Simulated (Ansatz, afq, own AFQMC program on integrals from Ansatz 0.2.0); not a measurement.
Integrals from Ansatz 0.2.0, then the random walk in our own AFQMC program (afq).

```yaml
crystal:
  periodic: [false, false, false]
  atoms:
    - {symbol: C, position_ang: [0.000000, 0.000000, 1.567533]}
    - {symbol: N, position_ang: [0.000000, 0.000000, 0.392233]}
    - {symbol: Ga, position_ang: [0.000000, 0.000000, -1.959767]}
basis:
  gaussian: {orbitals: cc-pVDZ}
magnetization: {spin_polarized: false}
correlation: {method: ccsd_t, electrons: outside_noble_gas, hamiltonian_folder: ham}
```

```sh
$ ansatz run in.yaml --threads 1 --pin off --events-out ev --progress --plain --max-ram 1382MiB
```

Options of the walk:

```
--method free --trial cisd --walkers 200 --time-step 0.01 --max-blocks 30 --target-error 0.00084 --factor-cut 1e-05 --seed 4125 --times 0.0,0.5,1.0,2.0,3.0,4.0 --taylor-order 8
```

Times are imaginary, in 1/Eh. The walk had a cap of 255 s. Filled inner d shells are frozen with the cores.

Log:

```
orbitals 39  electrons 6 6  factors 295 of 595
reference energy -2015.52610572 Eh
CCSD correlation -0.32548817 Eh in 12 cycles, weight of the determinant in the CISD state 0.8465
repeat  energy at the last time / Eh  error
    10  -2015.864564  0.002903
    20  -2015.865781  0.002193
    30  -2015.866339  0.001700
time / (1/Eh)  energy / Eh  error  mean overlap
  0.00  -2015.852110  0.000631  1.1813
  0.50  -2015.863134  0.000704  1.1788
  1.00  -2015.864101  0.000554  1.1984
  2.00  -2015.866215  0.000779  1.1987
  3.00  -2015.867126  0.001015  1.2337
  4.00  -2015.866339  0.001700  1.2716
energy -2015.866339 +/- 0.001700 Eh
```

The run passed its tests (error under three times the target), which doesn't prove that it has relaxed.

Against this walk (error 46.3 meV) on the same determinant: CCSD(T) 19.7 meV higher (within the noise), CCSDT(Q) 31.2 meV lower (within the noise). The error is statistical, and a free projection of finite length keeps a remainder of its start.

Cautions: remainder of the start not in the error; error above the target (46.3 against 22.9 meV); no relativity below Rb; no spin-orbit coupling; inner d shell frozen.

The walk took 4.1 min on 1 thread of Intel(R) Xeon(R) 6975P-C (Granite Rapids), with other jobs on the host. The log's last line is the free-projection energy.

CCSDT and higher add their correlation energy to the determinant of the CCSD(T) run, since their own runs factorise the integrals more tightly (a shift of under 2 meV). A walk keeps the symmetry of its determinant, which the program's search chose and which needn't be the lowest solution, so a lower state of the same spin and another symmetry isn't excluded.
